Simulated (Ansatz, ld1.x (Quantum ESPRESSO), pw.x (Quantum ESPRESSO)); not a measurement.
Equation-of-state test of one TM potential (rubidium (Rb))

rubidium (Rb), norm-conserving Troullier–Martins (Kleinman–Bylander form), made with ld1.x (Quantum ESPRESSO) 7.5 (PBEsol, scalar-relativistic). Core [Kr], reference 4d0 5s0.5 5p0 (charge +0.5). Waves: 5p (bound, empty): rc 4.20 bohr; 4d (bound, empty): rc 4.20 bohr; 5s (bound): rc 2.85 bohr. Local part: the s channel. Core correction: none.

Crystal test: diamond Rb in pw.x 7.5, no spin, 8³ k-points, Fermi–Dirac smearing 0.01 Ry, cutoffs 35/140 Ry. The reference is all-electron LAPW (Ansatz 0.2.0) with the same functional, mesh and smearing; V0 and B0 come from Birch–Murnaghan fits to the pressures at five volumes. Errors are pseudo minus all-electron; Δ is the rms difference of the E(V) curves that follow from these fits, minima aligned, over ±6 % about the mean V0. Mesh and smearing are coarse, so the numbers serve the comparison and aren't converged zero-temperature values; the lattice is a test structure that the element need not adopt.

```json
{"V (Å³/atom)": "124.507", "P all-electron (GPa)": "0.06", "P pseudo (GPa)": "0.07"}
{"V (Å³/atom)": "127.784", "P all-electron (GPa)": "0.03", "P pseudo (GPa)": "0.04"}
{"V (Å³/atom)": "131.060", "P all-electron (GPa)": "-0.00", "P pseudo (GPa)": "0.01"}
{"V (Å³/atom)": "134.337", "P all-electron (GPa)": "-0.03", "P pseudo (GPa)": "-0.01"}
{"V (Å³/atom)": "137.613", "P all-electron (GPa)": "-0.05", "P pseudo (GPa)": "-0.03"}
```

All-electron: a0 = 10.152 Å (V0 = 130.80 Å³/atom), B0 = 1.0 GPa.

Pseudopotential: mean pressure error (GPa): +0.02; a0 (Å): 10.205; a0 error (%): +0.52; B0 error (%): -10.6; Δ (meV/atom): 0.4. This is a poor potential for the solid. The logarithmic derivative shows an extra or strongly shifted pseudo pole above the reference energy (s near 0.88 Ry).

Question: At the middle volume, how do free energy and pressure move when the wave cutoff is lowered (ecutrho kept at four times it)?

Answer:

| cutoff (Ry) | shift of F (meV/atom) | shift of P (GPa) |
| --- | --- | --- |
| 16 | +3.1 | -0.01 |
| 21 | +1.6 | +0.00 |
| 28 | +0.3 | -0.00 |

The run at the middle volume (29 k-points, 9 iterations) took about 21 s on one core of a shared host (Intel(R) Xeon(R) 6975P-C, 192 threads, 756 GiB, load 71).
